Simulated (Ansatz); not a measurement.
```yaml
crystal:
  periodic: [false, false, false]
  atoms:
    - {symbol: Na, position_ang: [1.089681, 0.624357, -0.624837]}
    - {symbol: H, position_ang: [-0.690587, 1.390665, 0.184871]}
    - {symbol: Na, position_ang: [-1.089920, -0.624521, 0.624350]}
    - {symbol: H, position_ang: [0.690816, -1.390501, -0.184394]}
basis:
  gaussian: {orbitals: def2-mTZVP}
hamiltonian: {xc: {name: LC-wPBE}}
accuracy: high
scf: {omitted_lower_state_checks: [starts]}
output: {forces: true}
```

```sh
$ ansatz run in.yaml --threads 4 --pin off --events-out ev --progress --plain --max-ram 3916MiB
```

Output, abridged:

```
Functional definition: LC-wPBE
  name "LC-wPBE"
  cite "Vydrov & Scuseria, J. Chem. Phys. 125, 234109 (2006) doi:10.1063/1.2409292"
  cite "Heyd & Scuseria, J. Chem. Phys. 120, 7274 (2004) doi:10.1063/1.1668634"
  cite "Ernzerhof & Perdew, J. Chem. Phys. 109, 3313 (1998) doi:10.1063/1.476928"
  cite "Perdew, Burke & Ernzerhof, Phys. Rev. Lett. 77, 3865 (1996) doi:10.1103/PhysRevLett.77.3865"
  parent pbe
  parameter omega = 0.4/bohr
  exchange = pbe_x_sr(omega) + exact_x_lr(omega)
  correlation = pbe_c
these checks for a lower state are left out or cut short: starts
699 factors; integrals over basis functions are off by at most 6.1e-9 eV
361 factors; integrals over basis functions are off by at most 2.2e-9 eV
mean field evaluation 1: about -8859.8064 eV, gradient 1.1e1 eV
mean field evaluation 2: about -8860.3114 eV, gradient 2.9e0 eV
mean field evaluation 4: about -8860.3353 eV, gradient 2.0e-1 eV
mean field evaluation 8: about -8860.3354 eV, gradient 3.2e-3 eV
mean field evaluation 16: about -8860.3354 eV, gradient 3.2e-8 eV
mean field -8860.33538518 eV, -325.6113196544 hartree, gradient 3.1e-8 eV, S^2 0.000000; 0 other end points of the search recorded, 0 dependent functions left out
the calculation of the forces begins
reference -8860.33538518 eV, -325.6113196544 hartree; 12, 12 occupied and 22, 22 virtual orbitals, 699 factors
Total energy: -8860.33538518 eV, -325.6113196544 hartree
Atom 0 at     1.089681     0.624357    -0.624837 Å, force     0.152545     0.087167    -0.086907 eV/Å
Atom 1 at    -0.690587     1.390665     0.184871 Å, force     0.001645    -0.004636    -0.000776 eV/Å
Atom 2 at    -1.089920    -0.624521     0.624350 Å, force    -0.152204    -0.086579     0.087650 eV/Å
Atom 3 at     0.690816    -1.390501    -0.184394 Å, force    -0.001986     0.004048     0.000033 eV/Å
Dipole moment:    -0.000351    -0.000235    -0.000716 e Å
Checks for a lower state left out: starts
```

Run time 2.5 s (4 threads of Intel Xeon on a shared host).

LC-ωPBE has ω = 0.4 bohr⁻¹.
